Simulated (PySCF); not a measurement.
## `C[C@@H]1C[C@@H](C)S1`, C$_{5}$H$_{10}$S

Molfile (atoms numbered from 1):
```
C5H10S
     RDKit          3D

 16 16  0  0  0  0  0  0  0  0999 V2000
    2.3963    0.1501    0.1802 C   0  0  0  0  0  0  0  0  0  0  0  0
    0.9340    0.1376    0.5621 C   0  0  2  0  0  0  0  0  0  0  0  0
    0.0230   -0.7740   -0.2674 C   0  0  0  0  0  0  0  0  0  0  0  0
   -1.0229    0.2845   -0.6374 C   0  0  1  0  0  0  0  0  0  0  0  0
   -2.3582    0.1419    0.0613 C   0  0  0  0  0  0  0  0  0  0  0  0
    0.0053    1.6504    0.0553 S   0  0  0  0  0  0  0  0  0  0  0  0
    2.9263    0.9235    0.7314 H   0  0  0  0  0  0  0  0  0  0  0  0
    2.5078    0.3483   -0.8836 H   0  0  0  0  0  0  0  0  0  0  0  0
    2.8477   -0.8145    0.4081 H   0  0  0  0  0  0  0  0  0  0  0  0
    0.8158   -0.0037    1.6382 H   0  0  0  0  0  0  0  0  0  0  0  0
   -0.3905   -1.6140    0.2916 H   0  0  0  0  0  0  0  0  0  0  0  0
    0.5407   -1.1626   -1.1444 H   0  0  0  0  0  0  0  0  0  0  0  0
   -1.1613    0.4246   -1.7105 H   0  0  0  0  0  0  0  0  0  0  0  0
   -2.2164    0.0632    1.1372 H   0  0  0  0  0  0  0  0  0  0  0  0
   -2.9861    1.0067   -0.1411 H   0  0  0  0  0  0  0  0  0  0  0  0
   -2.8690   -0.7530   -0.2924 H   0  0  0  0  0  0  0  0  0  0  0  0
  1  2  1  0
  2  3  1  0
  3  4  1  0
  4  5  1  0
  4  6  1  0
  6  2  1  0
  1  7  1  0
  1  8  1  0
  1  9  1  0
  2 10  1  1
  3 11  1  0
  3 12  1  0
  4 13  1  6
  5 14  1  0
  5 15  1  0
  5 16  1  0
M  END
```

Theory: TDDFT BHandHLYP/def2-SVPD circular dichroism and optical rotation, one conformer, gas phase in PySCF 2.14.0. Geometry: GFN2-xTB.

States above about 7.3 eV (minus the energy of the highest occupied orbital) lie near or above the ionisation threshold and depend on the basis.

Task: Draw the ECD and absorption spectra from the lowest 16 states, each a Gaussian of half-width 0.25 eV at 1/e height.

Result: 
```tsv
E (eV)	λ (nm)	Δε (L mol⁻¹ cm⁻¹)	ε (L mol⁻¹ cm⁻¹)
4.22	294	+0.05	0.202
4.37	284	+0.36	1.55
4.52	274	+1.34	5.81
4.67	266	+2.44	10.6
4.82	257	+2.16	9.38
4.97	250	+0.93	4.05
5.12	242	+0.20	0.851
5.27	235	+0.02	0.0871
5.42	229	0.00	0
5.57	223	0.00	0.334
5.72	217	-0.05	8.76
5.87	211	-0.61	112
6.02	206	-3.77	695
6.17	201	-11.44	2110
6.32	196	-17.13	3210
6.47	192	-12.22	2890
6.62	187	+2.16	2890
6.77	183	+25.49	4180
6.92	179	+47.73	5190
7.07	175	+45.53	4340
7.22	172	+22.27	2160
7.37	168	+8.27	799
7.52	165	+16.87	877
7.67	162	+35.28	1930
7.82	159	+35.86	3660
7.97	156	+13.35	6770
8.12	153	-13.17	11700
8.27	150	-30.91	15600
8.42	147	-33.70	16700
```
Δε uses R in velocity form, ε uses f in length form. Only the states computed contribute, so the short-wavelength end is incomplete.
